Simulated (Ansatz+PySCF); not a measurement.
The numbers below are computed, except where a source is named.
Input for Ansatz (development build ahead of 0.2.0):

```yaml
crystal:
  periodic: [false, false, false]
  atoms:
    - { symbol: Mg, position_ang: [0.0, 0.0, -0.64314] }
    - { symbol: O, position_ang: [0.0, 0.0, 0.96471] }
basis:
  gaussian: { orbitals: def2-SVP }
hamiltonian:
  xc: hf
correlation:
  method: mp2
  frozen_orbitals: { Mg: 1, O: 1 }
scf:
  omitted_lower_state_checks: [starts, atomic_configurations, cluster_reference, orbital_swaps, given_window_search, neighbouring_geometries, increment]
```

The input is written out in the form of the current development build from the run's settings.

Results

```
Converged                       : yes
Reference energy                : -274.19331 hartree
Correlation energy              : -0.27053 hartree
Total energy                    : -274.46383 hartree
Spin squared of the determinant : 0.000
Stability test                  : minimum among restricted orbitals
```

Messages of the program:
```
unlike orbitals would lower it
```

Caution: large share of triples, a single reference is doubtful; an unrestricted determinant lies well below.
